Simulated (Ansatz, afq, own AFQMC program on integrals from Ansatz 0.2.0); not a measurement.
# Where AFQMC and coupled cluster stand for SiGeH$_{4}$, triplet

```yaml
atoms:
  - { symbol: Si, position_ang: [-0.0007, -0.0931, 1.7691] }
  - { symbol: Ge, position_ang: [-0.0001, 0.0132, -0.6582] }
  - { symbol: H, position_ang: [0.0020, 1.4326, 1.8041] }
  - { symbol: H, position_ang: [-0.0315, -1.3611, -1.3540] }
  - { symbol: H, position_ang: [1.2699, 0.7478, -1.1427] }
  - { symbol: H, position_ang: [-1.2124, 0.8215, -1.1701] }
```

Connectivity, by distances: SiH–GeH3.

Basis cc-pVTZ. Noble-gas cores (and the filled d shells of Ga–Kr and In–Xe) are frozen. Integrals, coupled cluster, full CI and functionals: Ansatz 0.2.0; the random walks run on the same integrals in our own AFQMC program. The CISD trial takes its coefficients from CCSD amplitudes. Released means that phaseless walkers are propagated on without the constraint, phases kept. Error bars are statistical, one sigma. No spin–orbit coupling.

Determinant: UHF, the one that the program's search chose, which needn't be the lowest solution. The geometry is a PBE0/def2-TZVP stationary point of this or a neighbouring charge and spin state.

No full CI on the walks' own integrals is used here. The released AFQMC energy serves as the reference, which it does only where one determinant dominates, the energy is flat over the last release times and near the phaseless one (40 meV or 2 meV an electron, half that with transition metals). On small molecules, where full CI could be run and the noise was under 10 meV, such values lay within 10 meV of it in 19 cases of 20, a flattering rate, since the rule was set on those same cases; what remains of the bias isn't in the error bar.

Cautions: no relativity below Rb; no spin-orbit coupling; inner d shell frozen; another spin lies lower (by 993 meV); the released value is read at 2.40 1/Eh (meV from the phaseless value at times in 1/Eh: -2 ± 8 at 0.24, 2 ± 5 at 0.51, 9 ± 7 at 0.99, 12 ± 6 at 1.62, 6 ± 10 at 2.40).

* T1 diagnostic: 0.0203
* weight of the determinant in the CISD state: 0.856
* ⟨S²⟩ of the determinant: 2.012
* size of the correlated space: 12 electrons in 114 orbitals

```csv
level,correlation energy (eV)
MP2,-5.6584
CCSD,-6.8038
CCSD(T),-7.0421
```

Estimate where AFQMC with the constraint released lies against CCSD(T) on the same integrals.

2.06 ± 0.36 mEh below CCSD(T).

Reference: AFQMC with the constraint released, correlation energy -7.098 ± 0.010 eV.

```csv
level,E − E(reference) (mEh),share of correlation (%)
CCSD(T),2.06 ± 0.36,99.21
ph-AFQMC/CISD,-0.21 ± 0.48,100.08
```

Released energies are given only where the last usable release times agree within the noise; a slower fall can still hide under it.
